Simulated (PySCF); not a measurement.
## SF⁻ at PBE0

Computed with PBE0; PySCF, no relativity, basis sets S aug-cc-pV(D+d)Z, F aug-cc-pVDZ.

| Quantity | Value |
| --- | --- |
| state | ¹Σ⁺ (singlet), closed shell |
| bond length | 0.1738 nm |
| harmonic wavenumber | 665 cm⁻¹ |
| force constant | 3.10 mdyn/Å |
| rotational constant Be | 0.4684 cm⁻¹ |
| anharmonicity ωexe | 4.00 cm⁻¹ |
| vibration–rotation constant αe | 0.00392 cm⁻¹ |
| well depth De to S + F⁻ | 2.52 eV |
| dissociation energy D0 | 2.48 eV |
| HOMO–LUMO gap | 4.31 eV |
| bond order (Mayer) | 0.40 |
| dipole moment (positive dipole points towards F; it is taken about the centre of mass and depends on that origin) | 1.18 D |

For an ion De counts to the pair picked by the measured ionisation energies or electron affinities, which need not be the lowest pair at this level.
